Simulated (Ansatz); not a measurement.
A nudged elastic band was laid between two geometries of CH2NS2 (6 atoms, charge -1, multiplicity 1).

These are results of Ansatz 0.2.0, RKS PBE0/6-31G*, not measurements.

| Quantity | Value |
| --- | --- |
| movable images | 5 |
| climbing image | yes |
| spring | 5.0 eV/Å² |
| optimiser | quadratic models (default) |
| start path | through a guess of the saddle point |
| force threshold | 0.05 eV/Å |
| iteration limit | 60 |
| end points | relaxed |

Initial state:

```xyz
6
Properties=species:S:1:pos:R:3
N -0.622 0.457 0.194
C 0.542 -0.203 -0.136
S 1.457 -0.795 1.177
S 0.892 -0.300 -1.804
H -0.975 0.281 1.124
H -1.294 0.560 -0.555
```

Final state:

```xyz
6
Properties=species:S:1:pos:R:3
N -0.762 0.153 0.170
C 0.514 -0.263 -0.141
S 1.479 -0.746 1.181
S 0.914 -0.251 -1.800
H -1.232 0.693 -0.544
H -0.914 0.414 1.135
```

Task: Which bonds break or form, and what moves?

Result: No bond is made or broken. The dihedral H5–N1–C2–S3 goes from -19 to 162°. The two ends are copies of one structure, up to a mirror image or an exchange of like atoms.

Task: Give the energies along the band, and the barrier.

Result: The forces met the threshold. The highest image is number 3 of 0 to 6, 0.69 eV above the ends, which have the same energy within 2 meV. A vibrational analysis at the climbing image gives one clearly imaginary mode, 393i cm⁻¹: a first-order saddle point. Limits of this set-up: an anion without diffuse functions.

```tsv
image	path coordinate (Å)	energy (eV)	dihedral H5–N1–C2–S3 (°)
0	0.00	0.00	-19
1	0.57	0.20	1
2	1.14	0.54	25
3	1.72	0.69	53
4	2.29	0.54	86
5	2.86	0.20	123
6	3.43	0.00	162
```

Task: What is the geometry of the highest image?

Result: 
```xyz
6
Properties=species:S:1:pos:R:3:forces:R:3
N -0.780 0.488 -0.079 0.00 0.00 0.00
C 0.517 -0.183 -0.251 0.00 0.00 0.00
S 1.080 -1.113 1.058 0.00 0.00 0.00
S 1.273 0.061 -1.729 0.00 0.00 0.00
H -0.676 1.010 0.794 0.00 0.00 0.00
H -1.413 -0.263 0.206 0.00 0.00 0.00
```

Task: What are the harmonic wavenumbers there?

Result: 393i, 341, 411, 517, 632, 954, 1052, 1198, 1214, 1667, 3432, 3512 cm⁻¹.

The run took 2.2 min on 1 thread of Intel(R) Xeon(R) Processor @ 2.70GHz (shared host), peak memory 0.15 GiB.
